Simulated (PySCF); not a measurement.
Shifts of the heteroatoms

Geometry:
```tsv
atom	x (Å)	y (Å)	z (Å)
C1	1.225	-0.493	-0.597
C2	0.116	-0.105	0.369
C3	-0.101	1.402	0.398
C4	-1.184	-0.789	0.013
F5	-1.051	-2.166	0.069
H6	2.172	-0.031	-0.310
H7	0.985	-0.160	-1.612
H8	1.366	-1.575	-0.622
H9	0.392	-0.439	1.376
H10	0.815	1.917	0.693
H11	-0.386	1.775	-0.590
H12	-0.885	1.685	1.104
H13	-1.494	-0.528	-1.006
H14	-1.981	-0.507	0.709
```

PySCF 2.14 calculation with B97-2/pcSseg-2 with gauge-including orbitals and geometry: PBE0-D3(BJ)/def2-TZVP; rapidly exchanging positions averaged, gas phase, a single conformation, relativity neglected.

Where does ¹⁹F resonate?

## Answers


```json
{"atoms": "F5", "environment": "fluorine on an sp3 carbon", "σ (ppm)": "411.1", "δ (ppm)": "-217.2"}
```

Shieldings were converted by a linear fit to measured shifts: ¹⁹F: δ = 163.32 − 0.949σ +9.6 on sp3 carbon (rms 4.2 ppm, 161 shifts, 5.7 ppm with the 8 outliers that the fit left out vs CFCl3, solution or neat liquid). A few per cent of atoms miss by over 2 rms, more outside the fitted compound classes.

On a 600 MHz spectrometer ¹⁹F resonates near 564.6 MHz, so 1 ppm is 564.6 Hz.
